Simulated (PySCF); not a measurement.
Job for PySCF: R-B3LYP/3-21G on H4O2 (a complex).

```python
from pyscf import gto, scf, dft, mp
from pyscf.data.elements import chemcore

mol = gto.M(
    atom='''
    O    -1.62500789   -0.04282853    0.00510451
    H    -1.94500489    0.86000747   -0.01632649
    H    -0.66529089    0.05535247    0.00038151
    O     1.54730511    0.03799247   -0.00480049
    H     1.92392611   -0.40038753    0.76132351
    H     1.91956911   -0.43822053   -0.75020349
    ''',
    basis='3-21g',
    charge=0, spin=0, verbose=3, max_memory=1800)
mf = dft.RKS(mol, xc='b3lyp')
mf.conv_tol = 1e-8
mf.max_cycle = 100
mf.kernel()
if not mf.converged:
    mf = mf.newton().run(mf.mo_coeff, mf.mo_occ)
```

Q: Give the final energy of this run.

A: -151.9607 hartree.
